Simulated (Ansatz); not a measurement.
```yaml
crystal:
  periodic: [false, false, false]
  atoms:
    - {symbol: C, position_ang: [-2.531359, 0.287705, 0.001423]}
    - {symbol: Al, position_ang: [-0.690193, 0.034424, 0.000151]}
    - {symbol: Si, position_ang: [1.673462, -0.202756, -0.001008]}
    - {symbol: H, position_ang: [2.009879, 1.299844, 0.007109]}
basis:
  gaussian: {orbitals: def2-TZVP}
magnetization: {spin_polarized: true, initial_magnetization: 2}
hamiltonian: {xc: pbe0}
relax: {f_tol: 0.004, max_steps: 80}
```

```sh
$ ansatz run in.yaml --threads 1 --pin off --events-out ev --progress --plain --max-ram 2176MiB
```

Steps of the relaxation (energy above the last step; positions in Å, forces in eV/Å):

```
4
step 1, 148.8 meV
C    -2.531    0.288    0.001   -0.822   -0.039    0.000
Al   -0.690    0.034    0.000    0.927    0.391    0.002
Si    1.673   -0.203   -0.001    0.311   -0.215   -0.001
H     2.010    1.300    0.007   -0.415   -0.137   -0.001
```

```
4
step 2, 30.6 meV
C    -2.492    0.257    0.001   -0.279    0.052    0.000
Al   -0.601    0.190    0.001    0.525   -0.123   -0.001
Si    1.736   -0.289   -0.001   -0.216    0.246    0.001
H     1.819    1.262    0.007   -0.031   -0.175   -0.001
```

```
4
step 3, 21.4 meV
C    -2.488    0.271    0.001   -0.052    0.035    0.000
Al   -0.584    0.173    0.001    0.122   -0.052    0.000
Si    1.734   -0.282   -0.001   -0.035    0.043    0.000
H     1.800    1.258    0.007   -0.035   -0.026    0.000
```

```
4
step 5, 13.9 meV
C    -2.449    0.338    0.002    0.120    0.005    0.000
Al   -0.544    0.107    0.001   -0.201    0.018    0.000
Si    1.764   -0.284   -0.001    0.120   -0.053    0.000
H     1.690    1.258    0.007   -0.038    0.030    0.000
```

```
4
step 10, 0.0 meV
C    -2.279    0.526    0.003   -0.005    0.002    0.000
Al   -0.455   -0.050    0.000   -0.002   -0.002    0.000
Si    1.861   -0.272   -0.001    0.008   -0.001    0.000
H     1.334    1.215    0.007    0.000    0.001    0.000
```

```
4
step 11, 0.0 meV
C    -2.279    0.526    0.003   -0.001    0.000    0.000
Al   -0.455   -0.050    0.000    0.000    0.000    0.000
Si    1.862   -0.272   -0.001    0.001    0.000    0.000
H     1.334    1.215    0.007    0.000    0.000    0.000
```

Close pairs at the end: Si3–H4 1.578 Å, C1–Al2 1.913 Å, Al2–Si3 2.327 Å.

A stationary point of unrestricted PBE0 after 11 steps, with ⟨S²⟩ = 2.901 against 2.00 for a pure state; no frequencies were run, so it isn't proven a minimum. 5.7 min on 1 thread of Arm Neoverse N1, shared host.
